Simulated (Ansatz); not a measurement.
# CH2F2 (singlet): the correlation ladder, cc-pVTZ

How much of the correlation energy of CH2F2 (singlet) does each wave-function method recover here?

Computed with Ansatz 0.2.0, Gaussian basis. Level: cc-pVTZ, core rule «outside noble gas», up to 3 orbitals frozen.

Plan: UHF; CCSD(T) on RHF; BCCD(T) on RHF; CISD; CCSDT(Q) on RHF.

22 further runs of the same task are left out: 4 for a known fault of the program, 1 that didn't finish, 17 set aside as unsound or not needed.

### 1 What is computed

The geometry is an MP2(full)/6-31G* stationary point (not a proven minimum).

5 atoms, charge 0, spin multiplicity 1.

Atoms are counted from 1 here; the program's logs count them from 0.

Bond lengths: C1–F2 1.364 Å, C1–F3 1.364 Å, C1–H4 1.091 Å, C1–H5 1.091 Å. Angles: F2–C1–F3 108.9°, F2–C1–H4 108.8°, F2–C1–H5 108.8°, F3–C1–H4 108.8°, F3–C1–H5 108.8°, H4–C1–H5 112.8°.

### 2 UHF

The input, in.yaml:

```yaml
crystal:
  periodic: [false, false, false]
  atoms:
    - {symbol: C, position_ang: [0.000000, 0.000000, 0.556162]}
    - {symbol: F, position_ang: [0.000000, 1.109716, -0.237342]}
    - {symbol: F, position_ang: [0.000000, -1.109716, -0.237342]}
    - {symbol: H, position_ang: [-0.908369, 0.000000, 1.159958]}
    - {symbol: H, position_ang: [0.908369, 0.000000, 1.159958]}
basis:
  gaussian: {orbitals: cc-pVTZ}
magnetization: {spin_polarized: true, initial_magnetization: 0}
hamiltonian: {xc: hf}
output: {orbitals: {seedname: orbitals}}
```

Run with:

```sh
$ ansatz run in.yaml --threads 1 --pin off --events-out ev --progress --plain --max-ram 4160MiB --backend cpu
```

Further steps of the session: CCSD(T) on RHF; BCCD(T) on RHF; CISD; CCSDT(Q) on RHF.

Before running them: what should the planned runs give, taken together? Wanted: RCCSDT(Q) below the RHF energy; RMP2 from RCCSDT(Q); RCCSD from RCCSDT(Q); RCCSD(T) from RCCSDT(Q); T1 diagnostic.

The runs gave:

| quantity | value |
| --- | --- |
| RCCSDT(Q) below the RHF energy | -19.2160 eV |
| RMP2 from RCCSDT(Q) | +85.0 kJ/mol |
| RCCSD from RCCSDT(Q) | +57.2 kJ/mol |
| RCCSD(T) from RCCSDT(Q) | +2.6 kJ/mol |
| levels within 1 kcal/mol (43 meV) | RCCSD(T), BCCD(T), RCCSDT |
| T1 diagnostic | 0.011 |

RCCSD(T) misses by +2.6 kJ/mol, 0.1 % of the correlation energy. These misses are within one basis, not against nature.
